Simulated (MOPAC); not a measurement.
Input for MOPAC: AM1 on HF (SMILES F).

```
AM1 1SCF PRECISE CHARGE=0 THREADS=1
FH

F      0.00000000 1     0.00000000 1     0.00000000 1
H      0.91538107 1     0.00000000 1     0.00000000 1
```

Output:

```
*******************************************************************************
 **                                                                           **
 **                              MOPAC v23.2.5                                **
 **                                                                           **
 *******************************************************************************
 ** MOPAC's Digital Object Identifier: https://doi.org/10.5281/zenodo.6511958 **
 **                                                                           **
 ** Please cite the open-source release paper for use of this MOPAC version:  **
 ** J. E. Moussa and J. J. P. Stewart (2026)                                  **
 ** MOPAC: An open-source semiempirical molecular orbital program             **
 ** J. Open Source Softw., 11(119), 8025, https://doi.org/10.21105/joss.08025 **
 *******************************************************************************

                              AM1 CALCULATION RESULTS

 *******************************************************************************
 *  AM1        - The AM1 Hamiltonian to be used
 *
 *
 *
 *                 CHARGE ON SYSTEM = 0
 *
 *
 *
 *  PRECISE    - TIGHTER CRITERIA TO BE USED
 *  1SCF       - DO 1 SCF AND THEN STOP
 *  THREADS=1  - MULTI-THREADING NOT USED
 *  T=         - A TIME OF 172800.0 SECONDS REQUESTED
 *  DUMP=N     - RESTART FILE WRITTEN EVERY 7200.0 SECONDS REQUESTED
 *******************************************************************************
AM1 1SCF PRECISE CHARGE=0 THREADS=1
 FH

   ATOM   CHEMICAL          X               Y               Z
  NUMBER   SYMBOL      (ANGSTROMS)     (ANGSTROMS)     (ANGSTROMS)

     1       F          0.00000000  *   0.00000000  *   0.00000000  *
     2       H          0.91538107  *   0.00000000  *   0.00000000  *



          CARTESIAN COORDINATES

    NO.       ATOM           X           Y           Z

     1         F          0.0000      0.0000      0.0000
     2         H          0.9154      0.0000      0.0000

  H: (AM1): M.J.S. DEWAR ET AL, J. AM. CHEM. SOC. 107 3902-3909 (1985)
  F: (AM1): M.J.S. DEWAR AND E. G. ZOEBISCH, THEOCHEM, 180, 1 (1988).

           Empirical Formula: H F  =     2 atoms



      MOLECULAR POINT GROUP   :   C*v


      RHF CALCULATION, NO. OF DOUBLY OCCUPIED LEVELS = 4


 -------------------------------------------------------------------------------
 AM1 1SCF PRECISE CHARGE=0 THREADS=1
 FH



     1SCF WAS SPECIFIED, SO BFGS WAS NOT USED
     SCF FIELD WAS ACHIEVED


                              AM1 CALCULATION
                                                       MOPAC v23.2.5 Linux




          FINAL HEAT OF FORMATION =        -69.07520 KCAL/MOL =    -289.01064 KJ/MOL


          COSMO AREA              =         39.44 SQUARE ANGSTROMS
          COSMO VOLUME            =         22.97 CUBIC ANGSTROMS

          IONIZATION POTENTIAL    =         13.988984 EV
          HOMO LUMO ENERGIES (EV) =        -13.989  5.624
          NO. OF FILLED LEVELS    =          4
          MOLECULAR WEIGHT        =         20.0063         POINT GROUP:  C*v

          MOLECULAR DIMENSIONS (Angstroms)

            Atom       Atom       Distance
            H     2    F     1     0.91538
            H     2    F     1     0.00000
            F     1    H     2     0.00000


          SCF CALCULATIONS        =          1





   ATOM   CHEMICAL          X               Y               Z
  NUMBER   SYMBOL      (ANGSTROMS)     (ANGSTROMS)     (ANGSTROMS)

     1       F          0.00000000  *   0.00000000  *   0.00000000  *
     2       H          0.91538107  *   0.00000000  *   0.00000000  *

                             CARTESIAN COORDINATES

   1    F        0.000000000     0.000000000     0.000000000
   2    H        0.915381070     0.000000000     0.000000000


           Empirical Formula: H F  =     2 atoms



      MOLECULAR POINT GROUP   :   C*v


                  EIGENVALUES
 -48.19600 -17.10367 -13.98898 -13.98898   5.62369


              NET ATOMIC CHARGES AND DIPOLE CONTRIBUTIONS

  ATOM NO.   TYPE          CHARGE      No. of ELECS.   s-Pop       p-Pop
    1          F          -0.280454        7.2805     1.89750     5.38295
    2          H           0.280454        0.7195     0.71955
 DIPOLE           X         Y         Z       TOTAL
 POINT-CHG.     1.233     0.000     0.000     1.233
 HYBRID         0.530     0.000    -0.000     0.530
 SUM            1.763     0.000    -0.000     1.763


          ATOMIC ORBITAL ELECTRON POPULATIONS

     Atom    s        px        py        pz
    1  F   1.89750   1.38295   2.00000   2.00000
    2  H   0.71955

 **********************
 *                    *
 * JOB ENDED NORMALLY *
 *                    *
 **********************




 == MOPAC DONE ==
```

The run finished.

Cost: very roughly 0.020 core-seconds.
